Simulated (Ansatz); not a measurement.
# N2H (doublet): the correlation ladder at angle N2–N1–H3 = 104.3°, cc-pVDZ

Aim: climb from Hartree-Fock through coupled cluster and multireference methods for N2H (doublet) at one geometry and basis, and see what each rung misses.

The runs use Ansatz 0.2.0, Gaussian basis; cc-pVDZ, core rule «outside noble gas», up to 2 orbitals frozen.

Plan: UHF; CCSD(T) on ROHF; CCSD(T) on UHF; BCCD(T) on ROHF; CISD; CCSDT(Q) on ROHF; CCSDT(Q) on UHF; CASSCF and MRCISD+Q, 3 electrons in 3 orbitals; CASSCF and NEVPT2, 3 electrons in 3 orbitals; CASSCF and MRCISD+Q, 11 electrons in 9 orbitals; CASSCF and NEVPT2, 11 electrons in 9 orbitals.

15 further runs of the same task are left out: 1 for a known fault of the program, 12 that didn't finish, 2 set aside as unsound or not needed.

## 1. The system

The geometry derives from a PBE0/def2-TZVP stationary point (not a proven minimum). One angle is set to the value named; bond lengths are kept.

3 atoms, charge 0, spin multiplicity 2.

Atoms are counted from 1 here; the program's logs count them from 0.

Bond lengths: N1–N2 1.165 Å, N1–H3 1.057 Å. Angles: N2–N1–H3 104.3°.

## 2. UHF

The input, in.yaml:

```yaml
crystal:
  periodic: [false, false, false]
  atoms:
    - {symbol: N, position_ang: [0.000000, -0.194499, 0.518939]}
    - {symbol: N, position_ang: [0.000000, 0.143441, -0.595630]}
    - {symbol: H, position_ang: [0.000000, 0.709522, 1.065732]}
basis:
  gaussian: {orbitals: cc-pVDZ}
magnetization: {spin_polarized: true, initial_magnetization: 1}
hamiltonian: {xc: hf}
output: {orbitals: {seedname: orbitals}}
```

On the command line:

```sh
$ ansatz run in.yaml --threads 1 --pin off --events-out ev --progress --plain --max-ram 2393MiB
```

After this run come: CCSD(T) on ROHF; CCSD(T) on UHF; BCCD(T) on ROHF; CISD; CCSDT(Q) on ROHF; CCSDT(Q) on UHF; CASSCF and MRCISD+Q, 3 electrons in 3 orbitals; CASSCF and NEVPT2, 3 electrons in 3 orbitals; CASSCF and MRCISD+Q, 11 electrons in 9 orbitals; CASSCF and NEVPT2, 11 electrons in 9 orbitals.

**Question.** What will the summary of the whole plan be? Wanted: UCCSDT(Q) below the RHF energy; RMP2 from UCCSDT(Q); UMP2 from UCCSDT(Q); RCCSD from UCCSDT(Q); RCCSD(T) from UCCSDT(Q); UCCSD(T) from UCCSDT(Q); RCCSDT(Q) from UCCSDT(Q); NEVPT2 pair from UCCSDT(Q); MRCISD+Q pair from UCCSDT(Q).

**Answer**, as computed:

| quantity | value |
| --- | --- |
| UCCSDT(Q) below the RHF energy | -9.0180 eV |
| RMP2 from UCCSDT(Q) | +18.55 kcal/mol |
| UMP2 from UCCSDT(Q) | +23.86 kcal/mol |
| RCCSD from UCCSDT(Q) | +7.98 kcal/mol |
| RCCSD(T) from UCCSDT(Q) | +1.05 kcal/mol |
| UCCSD(T) from UCCSDT(Q) | +1.22 kcal/mol |
| RCCSDT(Q) from UCCSDT(Q) | +0.03 kcal/mol |
| NEVPT2 pair from UCCSDT(Q) | +18.48 kcal/mol |
| MRCISD+Q pair from UCCSDT(Q) | +3.47 kcal/mol |
| NEVPT2 valence from UCCSDT(Q) | +22.45 kcal/mol |
| levels within 1 kcal/mol (43 meV) | RCCSDT, UCCSDT, RCCSDT(Q), MRCISD+Q valence |
| T1 diagnostic | 0.028 |
| effectively unpaired electrons | 1.05 |

**Reading.** RCCSD(T) lands +1.05 kcal/mol from the yardstick (0.5 % of the correlation energy). One determinant dominates. Of the multireference levels listed MRCISD+Q valence comes nearest in total energy (+0.49 kcal/mol), which doesn't show that its space is the better one. These misses are within one basis, not against nature; the frozen cores of restricted and unrestricted runs differ, which can shift their rows.
